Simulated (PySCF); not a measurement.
Ionisation energies (eV) were calculated with PySCF 2.14 by PBE, MP2 (valence), UHF, in another order, as differences of total energies without spin-orbit coupling. The measured values are between term centres (NIST).

```csv
species,measured,A,B,C
"Be (aug-cc-pCVTZ-DK with one added diffuse shell each of s, p, d, f type, spin-free X2C)",9.323,8.827,9.001,8.044
"B (aug-cc-pCVTZ-DK with one added diffuse shell each of s, p, d, f type, spin-free X2C)",8.297,8.261,8.667,8.033
"C⁺ (aug-cc-pCVTZ-DK with one added diffuse shell each of s, p, d, f type, spin-free X2C)",24.378,24.368,24.839,24.149
"P (aug-cc-pCVTZ-DK with one added diffuse shell each of s, p, d, f type, spin-free X2C)",10.526,10.483,10.481,9.896
"Cl⁺ (aug-cc-pCVTZ-DK with one added diffuse shell each of s, p, d, f type, spin-free X2C)",23.771,23.366,23.841,22.573
"Mn⁺ (aug-cc-pwCVTZ-DK with one added diffuse shell each of s, p, d, f, g type, spin-free X2C)",15.640,15.322,16.289,14.853
"In (aug-cc-pwCVTZ-DK3 with one added diffuse shell each of s, p, d, f type, spin-free X2C)",5.603,5.410,5.601,5.219
"Te (aug-cc-pwCVTZ-DK3 with one added diffuse shell each of s, p, d, f type, spin-free X2C)",8.749,8.378,8.743,7.735
```

Problem. Which column is which method?

Solution. A is MP2 (valence) (mean error -0.23 eV); B is PBE (mean error 0.15 eV); C is UHF (mean error -0.72 eV). Valence MP2 in a finite basis recovers only part of the missing correlation, so it stays below experiment on average. PBE, with gradient corrections, lies close to experiment on average, with errors of both signs. Hartree-Fock lacks the correlation of the electron removed and comes out lowest.
